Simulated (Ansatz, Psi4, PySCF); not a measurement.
Molecule: C4H4N, charge 0, multiplicity 2. SMILES: [c]1cc[nH]c1
Geometry: optimised at B3LYP-D3(BJ)/def2-TZVP (Ansatz, a program for electronic structure).

Quantity: size of the dipole moment, in D. Conventions: six Cartesian d functions in 6-31G* and its kin unless marked 5d; UHF or UKS for open shells; non-relativistic; 6-311+G** with 5d; dispersion terms only where a functional's name holds one; no spin-orbit coupling. Ab initio and DFT rows: single points at B3LYP-D3(BJ) geometries (Ansatz).

```
level               program  size of the dipole moment (D)
------------------  -------  -----------------------------
PBE/STO-3G           Ansatz                           2.28
PBE/def2-SVP         Ansatz                           2.63
PBE/6-311+G**        Ansatz                           2.59
B3LYP/STO-3G         Ansatz                           2.21
B3LYP/3-21G          Ansatz                           2.66
B3LYP/6-31G*         Ansatz                           2.49
B3LYP/6-31+G*        Ansatz                           2.61
B3LYP/cc-pVDZ        Ansatz                           2.57
M06-2X/6-31G* (5d)    PySCF                           2.49
wB97X-D/6-311+G**      Psi4                           2.62
```

No value to compare with is used here. The 10 habitual levels span 2.21 (B3LYP/STO-3G) to 2.66 D (B3LYP/3-21G).

The levels are drawn from those run, B3LYP/6-31G* more often than the rest, none by its result; runs whose electronic state is in doubt are left out.
